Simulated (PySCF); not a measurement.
Compound: C2F2N (charge -1).
SMILES with atom numbers: `[N:1]#[C:2][C-:3]([F:4])[F:5]`

Geometry (PBE0-D3(BJ)/def2-SVP, Å), atoms numbered from 1 in this order:
```xyz
5
C2F2N angstrom
N      2.023    0.128    0.070
C      0.851    0.056    0.067
C     -0.558   -0.010    0.362
F     -1.219    1.016   -0.329
F     -1.088   -1.187   -0.186
```

Computed at PBE0/pcSseg-1 (PySCF, non-relativistic), with Q(14N) = 0.02044 b: N1, 14N (I = 1): χzz = 3.513 MHz, η = 0.999.

Question: Where would the pure quadrupole (NQR) lines of 14N at N1 fall for the rigid, isolated species?

Answer: From ν± = (3/4)|χ|(1 ± η/3) and ν0 = |χ|η/2: ν+ 3.512 MHz, ν− 1.757 MHz, ν0 1.754 MHz (nitrogen bonded to C).

In a crystal, neighbours and librations shift these lines. The pcSseg-1 basis has no diffuse functions, a weakness for an anion. The HOMO energy is positive at this level (+0.28 eV), so the outermost electrons may be held by the finite basis alone. A larger basis could move these couplings by a tenth or more.

The run behind these numbers computed NMR shieldings as well. Hardware: an Arm Neoverse V1 with one thread (shared host). Cost: 3.6 s of wall time.
